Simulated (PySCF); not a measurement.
Chlorine: a sound run and one with changed settings

Sound run: Cl [Ne] 3s2 3p5, Cl⁺ [Ne] 3s2 3p4. All numbers are calculated (PySCF 2.14, the non-relativistic Hamiltonian (point nucleus), in aug-cc-pV(D+d)Z (5s4p3d, 32 functions)). In the sound run the correlated levels freeze [Ne]. The sound run starts from symmetry-adapted Hartree-Fock orbitals and uses a fine grid where one is needed.

Changed run: initial guess minao, at most 8 SCF cycles. This setting is unsound on purpose.

| species | method | sound run (hartree) | changed run (hartree) | converged |
| --- | --- | --- | --- | --- |
| Cl | UHF | -459.47306 | -459.47306 | yes |
| Cl | B3LYP | -460.16159 | -460.16159 | yes |
| Cl | M06-2X | -460.12305 | -460.12305 | yes |
| Cl | MP2 | -459.59580 | -459.59580 | yes |
| Cl | CCSD(T) | -459.61807 | -459.61807 | yes |
| Cl⁺ | UHF | -459.03842 | -459.03842 | yes |
| Cl⁺ | B3LYP | -459.68018 | -459.68018 | yes |
| Cl⁺ | M06-2X | -459.64481 | -459.64481 | yes |
| Cl⁺ | MP2 | -459.13231 | -459.13231 | yes |
| Cl⁺ | CCSD(T) | -459.15613 | -459.15613 | yes |

Ionisation energy of Cl:

```csv
method,sound run (eV),changed run (eV)
UHF,11.827,11.827
B3LYP,13.100,13.100
M06-2X,13.014,13.014
MP2,12.612,12.612
SCS-MP2,12.587,12.587
CCSD,12.547,12.547
CCSD(T),12.570,12.570
```

Here the setting changes nothing at the digits shown.

For comparison, NIST gives 12.968 eV between the lowest levels.
